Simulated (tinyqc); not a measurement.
Stretching all distances: RHF, UHF, MP2, CISD and CCSD against full CI in the sto-6g basis, for H2O, spin multiplicity 1. Computed by the program tinyqc with PySCF. All coordinates are multiplied by the scale. c0^2 is the weight of the RHF determinant in the lowest singlet FCI state (UHF is spin-contaminated and may lie near states of higher spin) and n(LUMO) the first natural occupation beyond the occupied space.

Geometry (angstrom):
```
atom       x        y       z
O     0.0000   0.0000  0.0000
H     0.0000   0.7940  0.4890
H     0.0000  -0.7940  0.4890
```

Full CI energy (hartree) and errors against it (kcal/mol):
```
scale  distance 1-2 (angstrom)     E(FCI)      RHF     UHF     MP2    CISD    CCSD  <S^2> UHF   c0^2  n(LUMO)
0.920                    0.858  -75.66652   23.363  23.363   6.233   0.231   0.062      0.000  0.983    0.017
1.190                    1.110  -75.71190   44.990  44.990  14.477   1.200   0.190      0.000  0.949    0.056
1.460                    1.361  -75.63066   81.690  66.955  29.309   5.221   0.519      0.781  0.864    0.154
1.720                    1.604  -75.55116  131.420  43.645  48.640  15.126   0.341      1.513  0.724    0.325
1.990                    1.856  -75.49787  193.613  19.331  70.333  32.050  -4.266      1.813  0.538    0.551
```

What does the comparison show, and why?

UHF parts from RHF first at scale 1.46 of those listed, where <S^2> leaves zero. The weight c0^2 goes from 0.98 to 0.54 and n(LUMO) from 0.02 to 0.55: static correlation grows as the bonds break into open-shell fragments. The spread of the error along the curve, which distorts its shape, is CCSD 4.8, CISD 31.8, UHF 47.6, MP2 64.1, RHF 170.2 kcal/mol. Below FCI somewhere: CCSD, as non-variational methods may be.
